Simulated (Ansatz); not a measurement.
Reaction (SMILES): FCl (F-Cl) → ClF+ (doublet, bonded as FCl) + e-
B3LYP-D3(BJ)/def2-TZVP geometries, fixed; electronic energies without zero-point terms.

Energies in hartree at MP2 with Ansatz (an electronic-structure program); the adiabatic ionisation energy is their sum with the coefficients shown, times 27.2114 eV a hartree. All functions are spherical. Cores are frozen. Open shells are unrestricted. No added dispersion term, no relativity.

```json
[
 {"species": "FCl (F-Cl)", "coefficient": "-1", "part": "Hartree-Fock", "cc-pV(D+d)Z": "-558.84711", "cc-pV(T+d)Z": "-558.90189", "cc-pV(Q+d)Z": "-558.91542"},
 {"species": "FCl (F-Cl)", "coefficient": "-1", "part": "correlation", "cc-pV(D+d)Z": "-0.32951", "cc-pV(T+d)Z": "-0.44623", "cc-pV(Q+d)Z": "-0.48975"},
 {"species": "ClF+ (doublet, bonded as FCl)", "coefficient": "+1", "part": "Hartree-Fock", "cc-pV(D+d)Z": "-558.40711", "cc-pV(T+d)Z": "-558.47162", "cc-pV(Q+d)Z": "-558.48573"},
 {"species": "ClF+ (doublet, bonded as FCl)", "coefficient": "+1", "part": "correlation", "cc-pV(D+d)Z": "-0.31311", "cc-pV(T+d)Z": "-0.41572", "cc-pV(Q+d)Z": "-0.45365"}
]
```

Task: Predict the adiabatic ionisation energy in cc-pV(5+d)Z (X = 5): let each Hartree-Fock step shrink by the ratio of the last two, and fit each correlation energy at X = 3 and 4 to E + A/X^3. Compare with the run.

Result: 
- FCl (F-Cl): steps -0.05478 and -0.01353, ratio 0.247, so Hartree-Fock -558.91876 (run: -558.91867); A = (-0.44623 - (-0.48975))/(1/27 - 1/64) = 2.0325, correlation -0.48975 - A/64 + A/125 = -0.50525 (run: -0.50821).
- ClF+ (doublet, bonded as FCl): steps -0.06451 and -0.01411, ratio 0.219, so Hartree-Fock -558.48882 (run: -558.48899); A = (-0.41572 - (-0.45365))/(1/27 - 1/64) = 1.7714, correlation -0.45365 - A/64 + A/125 = -0.46716 (run: -0.46986).
Predicted 12.74 eV; the run in cc-pV(5+d)Z gives 12.74, a miss of 0.00. Keeping the value in cc-pV(Q+d)Z, 12.67, would miss by -0.07.
